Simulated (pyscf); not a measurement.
CH₄ (SMILES C) + H₂Al–O–SiH₃ (SMILES [AlH2][O][SiH3]) -> H₃C–AlH₂ (SMILES [CH3][AlH2]) + HO–SiH₃ (SMILES O[SiH3]), a four-centre exchange (singlet surface; C–H, Al–O broken, Al–C, H–O formed). Single points on ωB97X-D3(BJ)/def2-SVP structures (PySCF, gas phase). Energies in eV from the separated reactants.

GFN2-xTB: tblite. 

Q: In single points GFN2-xTB puts the saddle at 1.86 eV and the reaction energy at +2.68 eV. Should these be trusted to within a few kcal/mol? Compare with ωB97M-D3(BJ)/def2-TZVP.

A: ωB97M-D3(BJ)/def2-TZVP gives ΔE‡ = 1.59 eV and ΔE = +1.78 eV. GFN2-xTB lies 0.26 eV over it in the barrier and 0.90 eV over it in the reaction energy, so on this step it does not hold to within 0.13 eV. ωB97M-D3(BJ)/def2-TZVP has limits of its own. On the product side the descent ends in an adduct with a Al–O contact, 0.97 eV under the separated species and 0.72 eV under the saddle at ωB97X-D3(BJ)/def2-TZVP. At ωB97M-D3(BJ) the saddle lies under the separated products, which points to a path from their complex (located at ωB97X-D3(BJ) alone), and parting the products costs more than the saddle. What is counted as broken (Al–O) persists as a longer contact in the product adduct; parting that adduct is a step of its own. At the saddle there is also a short Al–H contact that neither side keeps. This is the saddle that the search found; another between the same sides may lie lower.
